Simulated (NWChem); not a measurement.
## Correlation energy of disilane (H6Si2)

```
Si
H 1 1.5056
H 1 1.5056 2 108.64
H 1 1.5056 2 108.64 3 118.01
Si 1 2.3541 2 110.29 3 -120.99
H 5 1.5056 1 110.29 2 180.00
H 5 1.5056 6 108.64 1 120.99
H 5 1.5056 6 108.64 7 118.01
```
Charge 0, spin multiplicity 1.

Everything below was run with NWChem. The geometry was optimised at PBE/def2-SVP, a minimum by its harmonic frequencies.

Basis set: 6-31G*. Each correlation energy counts from its own Hartree-Fock reference.

The correlated methods keep 10 core orbitals frozen. The Pople sets run with spherical d functions. Coupled-cluster values serve here as a point of comparison, not as the truth.

Task: Order these methods by the correlation energy they give, lowest first: CR-CCSD[T], CCSD, CCSD+T(CCSD), SCS-MP2, MP2.

Result: CCSD+T(CCSD) (-208.9 mHa), CR-CCSD[T] (-208.1 mHa), CCSD (-203.7 mHa), SCS-MP2 (-171.8 mHa), MP2 (-159.6 mHa)
